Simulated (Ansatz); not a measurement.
Elements on the sites of an ideal fluorite lattice, at a guessed lattice constant:

```
CELL_PARAMETERS angstrom
-5.41901 0.00000 0.00000
-2.70950 5.41901 2.70950
-2.70950 2.70950 -5.41901
ATOMIC_POSITIONS crystal
O 0.65000 0.30000 0.90000
O 0.85000 0.70000 0.10000
O 0.45000 0.90000 0.70000
O 0.05000 0.10000 0.30000
O 0.95000 0.90000 0.70000
O 0.55000 0.10000 0.30000
O 0.15000 0.30000 0.90000
O 0.75000 0.50000 0.50000
O 0.35000 0.70000 0.10000
Y 0.00000 0.00000 0.00000
Y 0.20000 0.40000 0.20000
Hf 0.60000 0.20000 0.60000
Hf 0.80000 0.60000 0.80000
Hf 0.40000 0.80000 0.40000
```

Cell and atoms were relaxed without symmetry on coarser meshes and computed once more. These are results of DFT PBEsol, scalar-relativistic, plane waves, PAW (Ansatz 0.2.0), not measurements.

Plane waves to 420 eV, a k mesh through Γ of 5×4×4 on the computed 14-atom cell and Gaussian smearing (0.02 eV); no spin polarisation.

The relaxation ran on 2×2×2 (shifted) and then 4×3×3 k points with a smearing of 0.1 eV, from sites shaken by 0.02 Å.

Question: What does the relaxation give?

Answer: A volume of 12.13 Å³/atom and a gap on the mesh of 4.20 eV. It lies 3.58 eV/atom below the elements' standard states (static lattices, no corrections for gases). The atoms leave their sites by 0.27 Å (root mean square) and 0.54 Å at most, and the cell stretches by up to 2.5 % at fixed volume.

```xyz
14
Lattice="-5.2095 -0.0272 0.0694 -2.6122 5.1056 2.6693 -2.5218 2.4597 -5.0621" Properties=species:S:1:pos:R:3 pbc="T T T"
O    -6.4682    3.6125   -3.7104
O    -6.4097    3.9258    1.4668
O    -6.5837    6.3673   -1.1987
O    -1.3381    1.2503   -1.2532
O    -9.0420    5.8921   -1.0125
O    -3.9000    1.4825   -1.3202
O    -3.8697    3.7994   -3.2028
O    -6.2834    3.8425   -1.1847
O    -3.9888    3.7695    1.1177
Y    -2.6121    5.0740    2.6312
Y    -2.4449    2.4832    0.2103
Hf   -5.3438    2.3087   -2.5505
Hf   -7.5689    5.0691   -2.5581
Hf   -5.3609    5.2348    0.2226
```

Spin-orbit coupling is left out, which matters for the bands of heavy elements. The gap is read on a mesh, which can miss the band edges, so it can be too wide.

Cost: 2 runs of about 2.8 core-minutes in all (earlier runs that led there not counted), on Intel Xeon Platinum 8375C (Ice Lake) (shared hosts).